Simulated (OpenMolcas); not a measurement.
How basis sets differ on SiH4S (sulfanylsilane)

SiH4S has 6 atoms, charge 0, and is taken as a singlet. As SMILES, `[SiH3]S`. The shape is that of a PBE0-D4/def2-TZVP optimisation.

```xyz
6

Si   -0.1698   -0.2634   -0.4360
S     0.9073   -0.0126    1.3928
H    -1.6298   -0.0743   -0.2416
H     0.1086   -1.6583   -0.8525
H     0.2998    0.6812   -1.4811
H     0.5261    1.2633    1.5723
```

Quantity: the HOMO–LUMO gap, in eV. The values are calculated.

| level | kind | program | value (eV) |
| --- | --- | --- | --- |
| HF/STO-3G | Hartree–Fock | OpenMolcas | 17.96 |
| HF/3-21G | Hartree–Fock | OpenMolcas | 13.73 |
| HF/ANO-L-VDZ (Cholesky decomposition) | Hartree–Fock | OpenMolcas | 12.54 |
| HF/def2-SVP | Hartree–Fock | OpenMolcas | 14.19 |
| HF/6-31++G** (spherical functions) | Hartree–Fock | OpenMolcas | 11.58 |
| HF/def2-SVPD | Hartree–Fock | OpenMolcas | 12.51 |

The values span 11.58 to 17.96 eV. A Hartree–Fock LUMO above zero doesn't converge with the basis: it sinks as sets grow more diffuse. Orbital gaps aren't excitation energies.
